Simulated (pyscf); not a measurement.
Routes from F–SiH₃ (SMILES F[SiH3]) + H₂ (SMILES [H][H])

Candidate steps break at most two bonds and form at most two. Each was searched with GFN2-xTB (tblite) first. PySCF, gas phase, ωB97X-D3(BJ)/def2-SVP geometries. Energies: ωB97M-D3(BJ)/def2-TZVP, kcal/mol, from the separated reactants, singlet surface; ΔG‡ with ideal gas, 1 atm, RRHO with modes under 100 cm⁻¹ raised to 100, one conformer, R ln 2 for chiral ones without a mode under 150 cm⁻¹.

```
products                     type   ΔE‡     ΔE  ΔG‡ 298 K  ΔG‡ 900 K  ν‡ (cm⁻¹)
-----------  --------------------  ----  -----  ---------  ---------  ---------
F–SiH₃ + H₂  four-centre exchange  55.7    0.0       65.1       83.4      1456i
SiH₄ + HF    four-centre exchange  57.2  +25.9       65.4       81.3      1215i
```

Plain bond fissions and candidates not yet searched are not listed, and one of them may be faster. Each barrier is that of the saddle found; lower ones may exist.
